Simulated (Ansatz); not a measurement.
CH4OS, SMILES OCS, a rigid torsion scan

Computed with Ansatz 0.2.0, Python API.

The cells in order, each with its output:

**Cell 1**
```python
import ansatz as az
from ase import Atoms
```

**Cell 2**
```python
atoms = Atoms(["O", "C", "S", "H", "H", "H", "H"], positions=[
    [-0.7616, -0.8237, -0.3544],
    [-0.0428, 0.3781, -0.1149],
    [1.6323, -0.0602, 0.2366],
    [-1.616, -0.4625, -0.6457],
    [-0.0656, 1.026, -1.0089],
    [-0.4693, 0.9252, 0.7399],
    [1.3842, -1.0509, 1.1017],
])
```

**Cell 3**
```python
# relax first, so that the scan starts from a minimum
first = (
    az.Crystal.molecule_from_ase(atoms).calculation()
    .basis(gaussian="def2-SVP")
    .functional("pbe0")
    .relax(force_tolerance=0.02, max_steps=80)
)
atoms.positions = first.run().report["positions_ang"]

start = atoms.get_dihedral(2, 1, 0, 3)
energies = {}
for turn in range(0, 360, 30):
    turned = atoms.copy()
    turned.set_dihedral(2, 1, 0, 3, start + turn, indices=[0, 3])
    job = (
        az.Crystal.molecule_from_ase(turned).calculation()
        .basis(gaussian="def2-SVP")
        .correlation("mp2")
    )
    energies[round((start + turn) % 360)] = job.run().report["free_energy_ev"]
floor = min(energies.values())
print("dihedral S2-C1-O0-H3 (deg)   E - E(min) (kJ/mol)")
for angle, e in sorted(energies.items()):
    print(f"{angle:8d} {96.485332 * (e - floor):14.3f}  " + "#" * int(30 * (e - floor) / max(max(energies.values()) - floor, 1e-9)))
```
Output:
```text
dihedral S2-C1-O0-H3 (deg)   E - E(min) (kJ/mol)
      26         11.477  ############################
      56         10.082  #########################
      86         10.316  ##########################
     116         11.887  ##############################
     146         10.581  ##########################
     176          8.969  ######################
     206         10.612  ##########################
     236         11.550  #############################
     266          6.590  ################
     296          0.000
     326          0.153
     356          7.266  ##################
```

What to keep in mind:
- These settings explore the input space; basis and method may be short of convergence.
- The scan is rigid and the energies are electronic, in a modest basis. With rigid groups the curve can differ much from the relaxed path, the start wasn't checked as a minimum of this torsion, and equivalent turns needn't return to the same energy.
- The start is relaxed with a density functional and scanned with the wavefunction method, so it isn't exactly that method's minimum.
- Run time: 16 s on 1 thread of Intel(R) Xeon(R) Platinum 8488C (Sapphire Rapids), with other jobs on the host, peak memory 0.22 GiB.

(Lines on the test bed's own set-up are left out of the output.)
